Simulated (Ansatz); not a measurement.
# AlH₄ (doublet): wave-function methods side by side at distance H2–H3 = 0.698 Å, 6-31G

Aim: climb from Hartree-Fock through coupled cluster and multireference methods for AlH₄ (doublet) at one geometry and basis, and see what each rung misses.

Computed with Ansatz 0.2.0, Gaussian basis. Level: 6-31G, core rule «outside noble gas», up to 5 orbitals frozen.

To be run: UHF; CCSD(T) on ROHF; CCSD(T) on UHF; BCCD(T) on ROHF; CISD; CCSDT(Q) on ROHF; CCSDT(Q) on UHF; CISDTQ; CCSDTQ on ROHF; CCSDTQ on UHF; CASSCF and MRCISD+Q, 3 electrons in 3 orbitals; CASSCF and NEVPT2, 3 electrons in 3 orbitals; Full CI.

27 further runs of the same task are left out: 8 for a known fault of the program, 4 for a mislabelled method, 10 that didn't finish, 5 set aside as unsound or not needed.

### 1 The system

The geometry derives from a PBE0/def2-TZVP stationary point (not a proven minimum). One bond is set to the value named and the two fragments are kept rigid.

5 atoms, charge 0, spin multiplicity 2.

Atoms are counted from 1 here; the program's logs count them from 0.

Bond lengths: Al1–H4 1.595 Å, Al1–H5 1.595 Å, H2–H3 0.698 Å. Angles: H4–Al1–H5 120.0°.

### 2 UHF

in.yaml reads:

```yaml
crystal:
  periodic: [false, false, false]
  atoms:
    - {symbol: Al, position_ang: [-0.062089, 0.000116, -0.132854]}
    - {symbol: H, position_ang: [0.446500, 0.001771, 1.985686]}
    - {symbol: H, position_ang: [-0.250918, -0.007981, 1.958927]}
    - {symbol: H, position_ang: [0.731079, 1.383279, -0.188883]}
    - {symbol: H, position_ang: [0.735390, -1.380160, -0.199376]}
basis:
  gaussian: {orbitals: 6-31G}
magnetization: {spin_polarized: true, initial_magnetization: 1}
hamiltonian: {xc: hf}
output: {orbitals: {seedname: orbitals}}
```

Command:

```
ansatz run in.yaml --threads 1 --pin off --events-out ev --progress --plain --max-ram 2393MiB
```

After this run come: CCSD(T) on ROHF; CCSD(T) on UHF; BCCD(T) on ROHF; CISD; CCSDT(Q) on ROHF; CCSDT(Q) on UHF; CISDTQ; CCSDTQ on ROHF; CCSDTQ on UHF; CASSCF and MRCISD+Q, 3 electrons in 3 orbitals; CASSCF and NEVPT2, 3 electrons in 3 orbitals; Full CI.

Q: Predict the results of all the runs planned. Wanted: FCI below the RHF energy; RMP2 from FCI; UMP2 from FCI; RCCSD from FCI; RCCSD(T) from FCI; UCCSD(T) from FCI; RCCSDT(Q) from FCI; UCCSDT(Q) from FCI; T1 diagnostic.

**Answer**, as computed:

| quantity | value |
| --- | --- |
| FCI below the RHF energy | -1.9099 eV |
| RMP2 from FCI | +13.63 kcal/mol |
| UMP2 from FCI | +13.57 kcal/mol |
| RCCSD from FCI | +0.61 kcal/mol |
| RCCSD(T) from FCI | +0.21 kcal/mol |
| UCCSD(T) from FCI | +0.21 kcal/mol |
| RCCSDT(Q) from FCI | 0.00 kcal/mol |
| UCCSDT(Q) from FCI | 0.00 kcal/mol |
| levels within 1 kcal/mol (43 meV) | RCCSD, UCCSD, RCCSD(T), UCCSD(T), BCCD(T), RCCSDT, UCCSDT, CISDTQ, RCCSDT(Q), UCCSDT(Q), RCCSDTQ, UCCSDTQ |
| T1 diagnostic | 0.013 |
| effectively unpaired electrons | 1.02 |

**Reading.** RCCSD(T) lands +0.21 kcal/mol from the yardstick (0.5 % of the correlation energy). One determinant dominates. These misses are within one basis, not against nature; the frozen cores of restricted and unrestricted runs differ, which can shift their rows.
